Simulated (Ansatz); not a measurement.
## Other spins and charges of SbH⁻, doublet at one geometry

Geometry (PBE0/def2-TZVPD stationary point for this spin):

```xyz
2

Sb    0.0000    0.0000    0.0000
H     0.0000    0.0000    1.7338
```

Basis def2-TZVPD with its core potentials; Ansatz 0.2.0. Only valence electrons are correlated (noble-gas cores and the filled d shells of p-block atoms frozen). R marks a restricted (for open shells ROHF) determinant, U an unrestricted one. Active spaces: valence = (7e, 5o) chosen from the atoms' valence shells. No spin–orbit coupling is included; scalar relativity enters through the core potentials alone.

Gaps are energies of the second state less the first, at fixed atoms, for a selection of the levels run; each method lands on the state that its own search finds for that charge and spin.

For open shells CISD is restricted-active-space CI with the open shells as a complete middle space. The highest occupied Kohn–Sham level of the anion is positive, up to +1.69 eV, so in those functionals the extra electron is held by the basis alone, which enters their differences from the reference.

Removing an electron, to the triplet: 0.874 eV at UCCSDT(Q).

| level | gap (eV) | error (meV) |
| --- | --- | --- |
| UHF | 0.054 | -820 |
| CISD | 0.726 | -148 |
| UCCSD | 0.818 | -56 |
| BCCD(T) | 0.880 | 6 |
| CASSCF (valence space) | 0.035 | -839 |
| MRCISD (valence space) | 0.752 | -122 |
| PBE | 1.011 | 137 |
| r2SCAN | 0.976 | 102 |
| PBE0 | 0.990 | 116 |
| B3LYP | 1.113 | 239 |

Functionals correlate the shells that the reference freezes, so part of their error here is the reference's.

Full CI isn't at hand for all of this; UCCSDT(Q) serves as the reference, and is uncertain by the last step of the cluster series or more. The frozen core follows each run's orbitals, which can shift R against U totals by a few meV for light atoms and by up to 0.1 eV past Ca.
